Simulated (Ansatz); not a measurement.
```yaml
crystal:
  periodic: [false, false, false]
  atoms:
    - {symbol: F, position_ang: [-1.573868, 0.416610, -0.549702]}
    - {symbol: C, position_ang: [-0.405542, 0.279479, 0.062609]}
    - {symbol: N, position_ang: [0.108134, -1.058204, 0.209836]}
    - {symbol: C, position_ang: [1.438371, -0.690685, 0.134577]}
    - {symbol: N, position_ang: [0.757525, 0.103212, -0.768880]}
    - {symbol: H, position_ang: [-0.324610, 0.949578, 0.911560]}
basis:
  gaussian: {orbitals: ANO-RCC-VTZP}
magnetization: {spin_polarized: true, initial_magnetization: 4}
hamiltonian: {xc: {name: PBE0}, dispersion: d4}
```

```sh
$ ansatz run in.yaml --threads 2 --pin off --events-out ev --progress --plain --max-ram 4352MiB
```

Output, abridged:

```
Functional definition: PBE0
1168 factors; their error is unknown
mean field evaluation 1: about -7773.0394 eV, gradient 2.5e1 eV
mean field evaluation 2: about -7772.7912 eV, gradient 2.6e1 eV
mean field evaluation 4: about -7775.5733 eV, gradient 1.8e0 eV
mean field evaluation 8: about -7775.5971 eV, gradient 2.1e-1 eV
mean field evaluation 16: about -7775.5973 eV, gradient 2.8e-4 eV
mean field -7775.59729949 eV, -285.7479302670 hartree, gradient 3.0e-5 eV, S^2 6.013633; 0 other end points of the search recorded, 0 dependent functions left out
reference -7775.59734582 eV, -285.7479319696 hartree; 20, 16 occupied and 144, 148 virtual orbitals, 1168 factors
Total energy: -7775.68041190 eV, -285.7509845918 hartree
Relativity: scalar
```

Q: Something in this input is off. What?

A: The spin is set far too high for this molecule. Self-consistency was reached. The result belongs to that input, not to the molecule as meant.
